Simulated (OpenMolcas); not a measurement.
**A workflow on PH (SMILES [PH])**

Aim: the energy (UHF/6-31G*), then the energy (CASSCF(4,4)/6-31G*), then a single-point energy (CASPT2(4,4)/6-31G*), then a single-point energy (SC-NEVPT2(4,4)/6-31G*), then the energy (MRCI(4,4)/6-31G*) of PH. 

Program for the calculation: OpenMolcas 26.06.

4 further runs of the same task are left out: 4 set aside as unsound or not needed.

## 1. Starting point

PH: 2 atoms, total charge 0, spin state triplet. As SMILES, `[PH]`. The P1–H2 distance was set to 3.498 Å, away from the relaxed value.

## 2. The energy at UHF/6-31G(d) (spherical functions) (run 1)

The input, step1.inp:

```
* HP Hartree-Fock

&GATEWAY
 BasLib
 $CurrDir
 BasisSet
 P.6-31Gs....
 P1 0.000000 0.000000 -2.098630 angstrom
 End of Basis
 BasisSet
 H.6-31Gs....
 H2 0.000000 0.000000 1.399070 angstrom
 End of Basis

&SEWARD

&SCF
 UHF
 Spin
 3
 Scramble
 0.25
 PrOrbitals
 1 1
```

The basis set 6-31G* is read from a file made from the Basis Set Exchange's data (not shown).

Run with:

```console
$ export MOLCAS_MEM=1860
$ pymolcas step1.inp > step1.log
```

Log:

```text
--- Start Module: gateway ---
[...]
--- Stop Module: gateway /rc=_RC_ALL_IS_WELL_ ---
--- Start Module: seward ---
[...]
      Basis functions           20
--- Stop Module: seward /rc=_RC_ALL_IS_WELL_ ---
--- Start Module: scf ---
[...]
       Convergence after  24 Iterations
[...]
::    Total SCF energy                               -341.1526149291
[...]
      Total spin, S                                     1.3050182291
[...]
      Total electronic charge=   16.000000
      Total            charge=   -0.000000
[...]
      Dipole Moment (debye):
      Origin of the operator (angstrom)=    0.0000    0.0000   -1.9884
                   X=  3.9968E-06               Y= -4.9933E-06               Z= -1.5909E-02           Total=  1.5909E-02
      Quadrupole Moment (debye*angstrom):
[...]
--- Stop Module: scf /rc=_RC_ALL_IS_WELL_ ---
[...]
```

It took 1.9 s on 1 thread of Arm Neoverse V1, shared host; peak memory 0.37 GiB.

## 3. The energy at CASSCF(4,4)/6-31G(d) (spherical functions) (run 2)

The input, step2.input:

```
&GATEWAY
BasLib
$CurrDir
BasisSet
P.6-31Gs....
P1 0.000000 0.000000 -2.098630 angstrom
End of Basis
BasisSet
H.6-31Gs....
H2 0.000000 0.000000 1.399070 angstrom
End of Basis
&SEWARD
&RASSCF
FileOrb
$CurrDir/step1.UnaOrb
Spin
3
Nactel
4 0 0
Inactive
6
Ras2
4
OrbListing
Nothing
```

The basis set 6-31G* is read from a file made from the Basis Set Exchange's data (not shown).

Run with:

```console
$ export MOLCAS_MEM=1860
$ pymolcas step2.input > step2.log
```

Log:

```text
--- Start Module: gateway ---
[...]
--- Stop Module: gateway /rc=_RC_ALL_IS_WELL_ ---
--- Start Module: seward ---
[...]
      Basis functions           20
--- Stop Module: seward /rc=_RC_ALL_IS_WELL_ ---
--- Start Module: rasscf ---
[...]
      Number of active orbitals                  4
[...]
      Spin quantum number                      1.0
[...]
      Active orbitals                            4
[...]
      Number of CSFs                            15
[...]
      Number of root(s) required                 1
[...]
      Convergence after  9 iterations
[...]
      printout of CI-coefficients larger than  0.05 for root  1
      energy=    -341.187975
      conf/sym  1111     Coeff  Weight
             1  2uu0  -0.64420 0.41499
             6  uduu   0.39439 0.15554
             9  uudu  -0.22770 0.05185
            10  uuud  -0.32202 0.10369
            15  0uu2   0.52338 0.27393
      Natural orbitals and occupation numbers for root  1
      sym 1:   1.141063   1.000000   1.000000   0.858937
      ************************************************************************************************************************
      *                                                    Final results                                                     *
[...]
::    RASSCF root number  1 Total energy:   -341.18797471
[...]
      Total electronic charge=   16.000000
      Total            charge=   -0.000000
[...]
      Dipole Moment (debye):
      Origin of the operator (angstrom)=    0.0000    0.0000   -1.9884
                   X= -7.0152E-08               Y=  8.5925E-08               Z= -1.7086E-03           Total=  1.7086E-03
      Quadrupole Moment (debye*angstrom):
[...]
--- Stop Module: rasscf /rc=_RC_ALL_IS_WELL_ ---
[...]
```

Wall time 1.7 s (1 thread of Arm Neoverse V1, shared host); peak memory 0.37 GiB.

## 4. A single-point energy at CASPT2(4,4)/6-31G(d) (spherical functions) (run 3)

The input, step3.input:

```
* HP CASPT2
&GATEWAY
BASLIB=$CurrDir
BASISSET
P.6-31Gs....
P1 0.000000 0.000000 -2.098630 angstrom
End of Basis
BASISSET
H.6-31Gs....
H2 0.000000 0.000000 1.399070 angstrom
End of Basis
&SEWARD
&RASSCF
FILEORB=$CurrDir/step2.RasOrb
SPIN=3
NACTEL=4 0 0
INACTIVE=6
RAS2=4
ORBLISTING=Nothing
&CASPT2
IMAGINARY=0.1
FROZEN=5
```

The basis set 6-31G* is read from a file made from the Basis Set Exchange's data (not shown).

Run with:

```console
$ export MOLCAS_MEM=1860
$ pymolcas step3.input > step3.log
```

Log:

```text
--- Start Module: gateway ---
[...]
--- Stop Module: gateway /rc=_RC_ALL_IS_WELL_ ---
[...]
      Basis functions           20
[...]
--- Start Module: rasscf ---
[...]
      Number of active orbitals                  4
[...]
      Spin quantum number                      1.0
[...]
      Active orbitals                            4
[...]
      Number of CSFs                            15
[...]
      Number of root(s) required                 1
[...]
      Convergence after  4 iterations
[...]
      printout of CI-coefficients larger than  0.05 for root  1
      energy=    -341.187975
      conf/sym  1111     Coeff  Weight
             1  2uu0  -0.64420 0.41499
             6  uduu   0.39439 0.15554
             9  uudu  -0.22770 0.05185
            10  uuud  -0.32202 0.10369
            15  0uu2   0.52338 0.27393
      Natural orbitals and occupation numbers for root  1
      sym 1:   1.141063   1.000000   1.000000   0.858937
      ************************************************************************************************************************
      *                                                    Final results                                                     *
[...]
::    RASSCF root number  1 Total energy:   -341.18797471
[...]
      Total electronic charge=   16.000000
      Total            charge=   -0.000000
[...]
      Dipole Moment (debye):
      Origin of the operator (angstrom)=    0.0000    0.0000   -1.9884
                   X= -9.4794E-09               Y=  1.1724E-08               Z= -1.7117E-03           Total=  1.7117E-03
      Quadrupole Moment (debye*angstrom):
[...]
--- Stop Module: rasscf /rc=_RC_ALL_IS_WELL_ ---
--- Start Module: caspt2 ---
[...]
 ###    WARNING: User changed nr of frozen orbitals.                         ###
 ###############################################################################
[...]
      E2 (Variational):          -0.0566765749
      Total energy:            -341.2446512810
[...]
      Reference weight:           0.97342
[...]
::    CASPT2 Root  1     Total energy:   -341.24465128
[...]
--- Stop Module: caspt2 /rc=_RC_ALL_IS_WELL_ ---
[...]
```

It took 1.7 s on 1 thread of Arm Neoverse V1, shared host; peak memory 0.37 GiB.

## 5. The energy at SC-NEVPT2(4,4)/6-31G(d) (spherical functions) (run 4)

The input, step4.inp:

```
&GATEWAY
 BasLib=$CurrDir
 BasisSet
 P.6-31Gs....
 P1 0.000000 0.000000 -2.098630 angstrom
 End of Basis
 BasisSet
 H.6-31Gs....
 H2 0.000000 0.000000 1.399070 angstrom
 End of Basis

&SEWARD

&RASSCF
 FileOrb=$CurrDir/step2.RasOrb
 Spin=3
 Nactel=4 0 0
 Inactive=6
 Ras2=4
 OrbListing=Nothing

&CASPT2
 SC-NEVPT2
 Frozen=5
```

The basis set 6-31G* is read from a file made from the Basis Set Exchange's data (not shown).

Run with:

```console
$ export MOLCAS_MEM=1860
$ pymolcas step4.inp > step4.log
```

Log:

```text
--- Start Module: gateway ---
[...]
--- Stop Module: gateway /rc=_RC_ALL_IS_WELL_ ---
[...]
      Basis functions           20
[...]
--- Start Module: rasscf ---
[...]
      Number of active orbitals                  4
[...]
      Spin quantum number                      1.0
[...]
      Active orbitals                            4
[...]
      Number of CSFs                            15
[...]
      Number of root(s) required                 1
[...]
      Convergence after  4 iterations
[...]
      printout of CI-coefficients larger than  0.05 for root  1
      energy=    -341.187975
      conf/sym  1111     Coeff  Weight
             1  2uu0  -0.64420 0.41499
             6  uduu   0.39439 0.15554
             9  uudu  -0.22770 0.05185
            10  uuud  -0.32202 0.10369
            15  0uu2   0.52338 0.27393
      Natural orbitals and occupation numbers for root  1
      sym 1:   1.141063   1.000000   1.000000   0.858937
      ************************************************************************************************************************
      *                                                    Final results                                                     *
[...]
::    RASSCF root number  1 Total energy:   -341.18797471
[...]
      Total electronic charge=   16.000000
      Total            charge=   -0.000000
[...]
      Dipole Moment (debye):
      Origin of the operator (angstrom)=    0.0000    0.0000   -1.9884
                   X= -9.4794E-09               Y=  1.1724E-08               Z= -1.7117E-03           Total=  1.7117E-03
      Quadrupole Moment (debye*angstrom):
[...]
--- Stop Module: rasscf /rc=_RC_ALL_IS_WELL_ ---
--- Start Module: caspt2 ---
[...]
 ###    WARNING: User changed nr of frozen orbitals.                         ###
 ###############################################################################
[...]
      E2 (Variational):          -0.0573867110
[...]
      E2 (Variational):          -0.0573828704
      Total energy:            -341.2453575766
[...]
      Reference weight:           0.97211
[...]
::    SC-NEVPT2 Root  1     Total energy:   -341.24535758
[...]
--- Stop Module: caspt2 /rc=_RC_ALL_IS_WELL_ ---
[...]
```

Run time: 1.7 s. Hardware: 1 thread of Arm Neoverse V1, shared host; peak memory 0.37 GiB.

## 6. A single-point energy at MRCI(4,4)/6-31G(d) (spherical functions) (run 5)

The input, step5.inp:

```
* HP MRCI

&gateway
  baslib = $CurrDir
  basisset
  P.6-31Gs....
  P1 0.000000 0.000000 -2.098630 angstrom
  End of Basis
  basisset
  H.6-31Gs....
  H2 0.000000 0.000000 1.399070 angstrom
  End of Basis

&seward

&rasscf
  fileorb = $CurrDir/step2.RasOrb
  spin = 3
  nactel = 4 0 0
  inactive = 6
  ras2 = 4
  orblisting = Nothing

&motra
  lumorb
  frozen = 5

&guga
  electrons = 6
  spin = 3
  inactive = 1
  active = 4
  ciall = 1

&mrci
  sdci
```

The basis set 6-31G* is read from a file made from the Basis Set Exchange's data (not shown).

Run with:

```console
$ export MOLCAS_MEM=1860
$ pymolcas step5.inp > step5.log
```

Log:

```text
--- Start Module: gateway ---
[...]
--- Stop Module: gateway /rc=_RC_ALL_IS_WELL_ ---
[...]
      Basis functions           20
[...]
      Number of active orbitals                  4
[...]
      Spin quantum number                      1.0
[...]
      Active orbitals                            4
[...]
      Number of CSFs                            15
[...]
      Number of root(s) required                 1
[...]
      Convergence after  4 iterations
[...]
      printout of CI-coefficients larger than  0.05 for root  1
      energy=    -341.187975
      conf/sym  1111     Coeff  Weight
             1  2uu0  -0.64420 0.41499
             6  uduu   0.39439 0.15554
             9  uudu  -0.22770 0.05185
            10  uuud  -0.32202 0.10369
            15  0uu2   0.52338 0.27393
      Natural orbitals and occupation numbers for root  1
      sym 1:   1.141063   1.000000   1.000000   0.858937
      ************************************************************************************************************************
      *                                                    Final results                                                     *
[...]
::    RASSCF root number  1 Total energy:   -341.18797471
[...]
      Dipole Moment (debye):
      Origin of the operator (angstrom)=    0.0000    0.0000   -1.9884
                   X= -9.4794E-09               Y=  1.1724E-08               Z= -1.7117E-03           Total=  1.7117E-03
      Quadrupole Moment (debye*angstrom):
[...]
      *** WARNING: Default frozen orbitals is overwritten by user input.
      *** Default values:   5
[...]
--- Start Module: guga ---
[...]
--- Stop Module: guga /rc=_RC_ALL_IS_WELL_ ---
--- Start Module: mrci ---
[...]
       (But an ACPF correction will be computed)
       USE THE DEFAULT ACPF G-VALUE GFAC=  0.33333333333333331
[...]
                      CI ENERGY:  -341.25959233
[...]
                ACPF CORRECTION:    -0.00210967
[...]
      Total electronic charge=   16.000000
      Total            charge=    0.000000
[...]
     ACPF CORRECTION:     -0.00210967
[...]
  CI State   1     Total energy:   -341.25959233     QDav:     -0.00321181     QACPF:     -0.00210967
[...]
--- Stop Module: mrci /rc=_RC_ALL_IS_WELL_ ---
[...]
```

Run time: 1.8 s. Hardware: 1 thread of Arm Neoverse V1, shared host; peak memory 0.37 GiB.

## 7. What came out

| quantity | value |
| --- | --- |
| run 1, UHF/6-31G*: total energy | -341.15261 Eh |
| run 1, UHF/6-31G*: dipole moment | 0.02 D |
| run 1, UHF/6-31G*: HOMO energy (highest over α and β) | -9.67 eV |
| run 1, UHF/6-31G*: LUMO energy (lowest over α and β) | 0.69 eV |
| run 1, UHF/6-31G*: ⟨S²⟩ | 3.008 |
| run 2, CASSCF(4,4)/6-31G*: total energy | -341.18797 Eh |
| run 2, CASSCF(4,4)/6-31G*: dipole moment (CASSCF density) | 0.00 D |
| run 3, CASPT2(4,4)/6-31G*: total energy | -341.24465 Eh |
| run 3, CASPT2(4,4)/6-31G*: dipole moment (CASSCF density) | 0.00 D |
| run 4, SC-NEVPT2(4,4)/6-31G*: total energy | -341.24536 Eh |
| run 4, SC-NEVPT2(4,4)/6-31G*: dipole moment (CASSCF density) | 0.00 D |
| run 5, MRCI(4,4)/6-31G*: total energy | -341.25959 Eh |
| run 5, MRCI(4,4)/6-31G*: dipole moment (CASSCF density) | 0.00 D |

⟨S²⟩ (run 1, UHF/6-31G*) is 3.01 where a pure triplet has 2.00: the reference is spin-contaminated. The run (run 1, UHF/6-31G*) may have ended on a state above the lowest.
